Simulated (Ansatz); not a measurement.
**BH₃− (doublet): from Hartree-Fock to the top rungs at a displaced geometry (v1), aug-cc-pVDZ**

An exercise on one series of results from a longer session: the logs are not shown, and one member is left open.

Method: aug-cc-pVDZ, core rule «outside noble gas», up to 1 orbitals frozen; program: Ansatz 0.2.0, Gaussian basis.

The runs, in order: UHF; CCSD(T) on ROHF; CCSD(T) on UHF; BCCD(T) on ROHF; CISD; CCSDT(Q) on ROHF; CCSDT(Q) on UHF; CASSCF and MRCISD+Q, 7 electrons in 7 orbitals; CASSCF and NEVPT2, 7 electrons in 7 orbitals.

20 further runs of the same task are left out: 4 for a known fault of the program, 8 that didn't finish, 8 set aside as unsound or not needed.

**The system**

The geometry is a PBE0/def2-TZVPD stationary point (not a proven minimum) with its atoms shifted at random (size 0.040 Å).

4 atoms, charge -1, spin multiplicity 2.

Atoms are counted from 1 here; the program's logs count them from 0.

Bond lengths: B1–H2 1.215 Å, B1–H3 1.232 Å, B1–H4 1.261 Å. Angles: H2–B1–H3 117.8°, H2–B1–H4 121.0°, H3–B1–H4 121.0°.

Set-up of the first run:

in.yaml

```yaml
crystal:
  periodic: [false, false, false]
  atoms:
    - {symbol: B, position_ang: [0.000681, -0.000538, 0.006476]}
    - {symbol: H, position_ang: [1.215622, -0.002083, -0.001444]}
    - {symbol: H, position_ang: [-0.572711, 1.088225, -0.050858]}
    - {symbol: H, position_ang: [-0.650216, -1.080376, -0.017155]}
basis:
  gaussian: {orbitals: aug-cc-pVDZ}
total_charge: -1
magnetization: {spin_polarized: true, initial_magnetization: 1}
hamiltonian: {xc: hf}
output: {orbitals: {seedname: orbitals}}
```

Started as:

```bash
ansatz run in.yaml --threads 1 --pin off --events-out ev --progress --plain --max-ram 2393MiB
```

Among the steps run: UHF; CCSD(T) on ROHF; CCSD(T) on UHF; BCCD(T) on ROHF; CISD; CCSDT(Q) on ROHF; CCSDT(Q) on UHF; CASSCF and MRCISD+Q, 7 electrons in 7 orbitals; CASSCF and NEVPT2, 7 electrons in 7 orbitals.

One of the session's tables, all rows but one given; the rest of the session is left out.

| method | from UCCSDT(Q) (kcal/mol) |
| --- | --- |
| ROHF | +91.86 |
| UHF | +91.12 |
| RMP2 | +19.14 |
| UMP2 | +18.70 |
| CISD | +7.14 |
| RCCSD | +2.79 |
| UCCSD | +2.76 |
| RCCSD(T) | +0.55 |
| UCCSD(T) | +0.53 |
| BCCD(T) | +0.51 |
| RCCSDT | +0.08 |
| UCCSDT | ? |
| RCCSDT(Q) | +0.01 |
| UCCSDT(Q) | 0 |
| CASSCF valence | +63.62 |
| NEVPT2 valence | +20.71 |
| MRCISD valence | +4.26 |
| MRCISD+Q valence | +0.47 |

Q: Estimate the row for UCCSDT from the others.

As computed: from UCCSDT(Q) (kcal/mol): +0.07. In the column «from UCCSDT(Q) (kcal/mol)» it lies between RCCSDT(Q) (+0.01) and RCCSDT (+0.08).

Among the levels timed on like hardware and quicker than the yardstick, those that no quicker one beats, quickest first: CISD (3.8 s, +7.14 kcal/mol); UCCSD(T) (5.5 s, +0.53 kcal/mol); MRCISD+Q valence (7 s, +0.47 kcal/mol).

Caveats from the session: Of the multireference levels listed MRCISD+Q valence comes nearest in total energy (+0.47 kcal/mol), which doesn't show that its space is the better one. Restricted and unrestricted rows rest on different reference determinants; where their highest levels disagree by more than a few hundredths of an eV, they describe different states and don't form one ladder.
